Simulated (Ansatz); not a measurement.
Two shapes of singlet CF₂.

Shape 1:

```xyz
3

C     0.0013    0.0215   -0.6362
F     0.0176    0.9786    0.1847
F     0.0028   -1.0591    0.1617
```

Shape 2:

```xyz
3

C     0.0000    0.0000   -0.6384
F     0.0000    1.1057    0.2128
F     0.0000   -1.1057    0.2128
```

Basis set: cc-pVTZ (spherical functions). Correlated methods keep 3 orbitals frozen. Charge 0, multiplicity 1.

Computed with Ansatz (development build ahead of 0.2.0); each method stands on the lowest determinant of its kind that the runs found.

Question: Which shape is lower in energy, and by how much in each method?

Answer:

| method | E(2) − E(1) (eV) |
| --- | --- |
| RHF | 0.600 |
| RHF-MP2 | 0.318 |

Shape 1 is lower.
